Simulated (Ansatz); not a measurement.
**hcp Os**

Method: r²SCAN+rVV10 in Ansatz (plane waves, PAW).

Settings: plane-wave cutoff 560 eV, 24×24×14 k mesh (along the axes of the cell as run), Fermi–Dirac smearing 0.05 eV, no spin polarisation, scalar-relativistic PAW data made under PBE.

Cell: relaxed at this level.

For hcp Os, the equilibrium volume per atom is 13.91 Å³/atom and the bulk modulus B0 is 438 GPa. The lattice parameter a comes out as 2.731 Å. The lattice parameter c comes out as 4.308 Å and the band gap comes out as zero (no gap). The pressure derivative B′ of the bulk modulus comes out as 4.7.

Measured, for comparison: bulk modulus 425 GPa (zero-point energy and finite temperature contributions removed; as tabulated in doi:10.1021/acs.jctc.3c00612); lattice constant a 2.734 Å (293 K, not corrected to a static lattice, our sources range from 2.734 to 2.740; as tabulated in Wikipedia's data pages); lattice parameter c 4.320 Å (293 K, not corrected to a static lattice; as tabulated in Wikipedia's data pages). Computed (rounded) less measured: bulk modulus +3 %, lattice constant a -0.1 % (-0.1 % to -0.3 % over the range), lattice parameter c -0.3 %.

Note: the bulk modulus comes from volumes at which shape and atoms were relaxed.

Spin–orbit coupling is not included.

Computing time: very roughly 9 core-minutes.

Ansatz is an electronic-structure program.
